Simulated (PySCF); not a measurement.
## Cl4: script and output

File input.py (PySCF 2.14):

```python
from pyscf import gto, scf, mp

mol = gto.M(
    atom='Cl 0 0 0; Cl 2.2605 0 0; Cl -1.1303 1.9577 0; Cl -1.1302 -1.9577 0',
    basis='sbkjc',
    ecp={'Cl': 'sbkjc'},
    charge=0,
    spin=0,
    symmetry=True,
    verbose=4,
)
mf = scf.RHF(mol)
mf.kernel()
mp.MP2(mf).kernel()
mf.dip_moment()
print('orbital energies (hartree):', mf.mo_energy[..., max(0, mol.nelec[1]-3):mol.nelec[0]+3].round(4))
```

```bash
$ OMP_NUM_THREADS=1 python input.py
```

It prints (some set-up lines removed):

```
PySCF version 2.14.0

[INPUT] Symbol           X                Y                Z      unit          X                Y                Z       unit  Magmom
[INPUT]  1 Cl     0.000000000000   0.000000000000   0.000000000000 AA    0.000000000000   0.000000000000   0.000000000000 Bohr   0.0
[INPUT]  2 Cl     2.260500000000   0.000000000000   0.000000000000 AA    4.271725904579   0.000000000000   0.000000000000 Bohr   0.0
[INPUT]  3 Cl    -1.130300000000   1.957700000000   0.000000000000 AA   -2.135957438596   3.699516834061   0.000000000000 Bohr   0.0
[INPUT]  4 Cl    -1.130200000000  -1.957700000000   0.000000000000 AA   -2.135768465983  -3.699516834061   0.000000000000 Bohr   0.0

nuclear repulsion = 54.279595388415
point group symmetry = Cs
symmetry origin: [-1.95921710e-17  6.53072367e-18  0.00000000e+00]
symmetry axis x: [0.92305781 0.38466125 0.        ]
symmetry axis y: [-0.38466125  0.92305781  0.        ]
symmetry axis z: [0. 0. 1.]
num. orbitals of irrep A' = 24
num. orbitals of irrep A" = 8
number of shells = 16
number of NR pGTOs = 64
number of NR cGTOs = 32
basis = sbkjc
ecp = {'Cl': 'sbkjc'}

******** <class 'pyscf.scf.hf_symm.SymAdaptedRHF'> ********
method = SymAdaptedRHF
initial guess = minao
damping factor = 0
level_shift factor = 0
DIIS = <class 'pyscf.scf.diis.CDIIS'>
SCF conv_tol = 1e-09
SCF max_cycles = 50
Freeze 0 electrons in irreps []
    28 free electrons in irreps A' A"
Initial guess from minao.
init E= -55.7752375171207
HOMO (A') = -0.139848612086303  LUMO (A') = 0.0268186737512897  gap/eV = 4.53525
cycle= 1 E= -58.2905738925026  delta_E= -2.52  |g|= 0.566  |ddm|= 4.88
HOMO (A') = -0.446943066696072  LUMO (A') = -0.221847502199282  gap/eV = 6.12516
cycle= 2 E= -58.403997223417  delta_E= -0.113  |g|= 0.301  |ddm|= 1.16
HOMO (A') = -0.395274994290158  LUMO (A') = -0.131195510179756  gap/eV = 7.18597
cycle= 3 E= -58.4353557949612  delta_E= -0.0314  |g|= 0.0291  |ddm|= 0.386
HOMO (A') = -0.376542865081992  LUMO (A') = -0.1123573859531  gap/eV = 7.18885
cycle= 4 E= -58.4360841861658  delta_E= -0.000728  |g|= 0.0122  |ddm|= 0.074
HOMO (A') = -0.375203439319482  LUMO (A') = -0.110984017352169  gap/eV = 7.18978
cycle= 5 E= -58.4362449084758  delta_E= -0.000161  |g|= 0.00295  |ddm|= 0.0393
HOMO (A') = -0.374392731960218  LUMO (A') = -0.110617766721896  gap/eV = 7.17768
cycle= 6 E= -58.4362613792739  delta_E= -1.65e-05  |g|= 0.000425  |ddm|= 0.0155
HOMO (A') = -0.374275963817567  LUMO (A') = -0.110453898036964  gap/eV = 7.17896
cycle= 7 E= -58.4362616100031  delta_E= -2.31e-07  |g|= 2.9e-05  |ddm|= 0.00191
HOMO (A') = -0.374277705081336  LUMO (A') = -0.110461822053677  gap/eV = 7.17880
cycle= 8 E= -58.4362616105566  delta_E= -5.54e-10  |g|= 1.19e-05  |ddm|= 8.4e-05
HOMO (A') = -0.374278147233537  LUMO (A') = -0.110463923380433  gap/eV = 7.17875
Extra cycle  E= -58.4362616106044  delta_E= -4.78e-11  |g|= 7.51e-06  |ddm|= 3.15e-05
converged SCF energy = -58.4362616106044

******** <class 'pyscf.mp.mp2.RMP2'> ********
nocc = 14, nmo = 32
E(RMP2) = -58.6405195667219  E_corr = -0.204257956117457
E(SCS-RMP2) = -58.6453456726409  E_corr = -0.209084062036507
E_corr(same-spin) = -0.0415678676589709
E_corr(oppo-spin) = -0.162690088458486
Dipole moment(X, Y, Z, Debye):  0.00053, -0.00054,  0.00000
orbital energies (hartree): [-0.4962 -0.4794 -0.3743 -0.1105 -0.1105  0.4523]
```

In short: E(SCF) = -58.436262 Eh, 8 cycles, E(MP2) − E(SCF) = -0.20426 Eh, μ(SCF) = 0.00 D.

Hardware: Arm Neoverse N1, 1 thread, shared host. Wall time 1.5 s, peak memory 0.12 GiB.
